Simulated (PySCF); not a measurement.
Ligands exchanged one at a time, B Cl-OH. Gas-phase values, no solvent. One relaxed conformer stands for each flexible species; it need not be the lowest. Strings in code marks are SMILES.

Calculation: PySCF with PBE-D3(BJ)/def2-TZVP // PBE0-D3(BJ)/def2-TZVP. All candidates: neutral, multiplicity 1. 

HOMO: -7.64 eV
HOMO–LUMO gap: 7.32 eV
LUMO: -0.32 eV

### Question
Identify which member has these values.
A) `OB(Cl)Cl` (H–O–B–Cl torsion 180°)
B) `ClB(Cl)Cl`
C) `OB(O)Cl` (H–O–B–Cl torsion 180°, Cl–B–O–H torsion 0°)
D) `OB(O)O`

### Answer
C, `OB(O)Cl` (H–O–B–Cl torsion 180°, Cl–B–O–H torsion 0°). The others give `OB(O)O`: -7.42 eV, 6.70 eV, -0.72 eV; `ClB(Cl)Cl`: -7.65 eV, 5.04 eV, -2.61 eV; `OB(Cl)Cl` (H–O–B–Cl torsion 180°): -7.63 eV, 6.26 eV, -1.36 eV
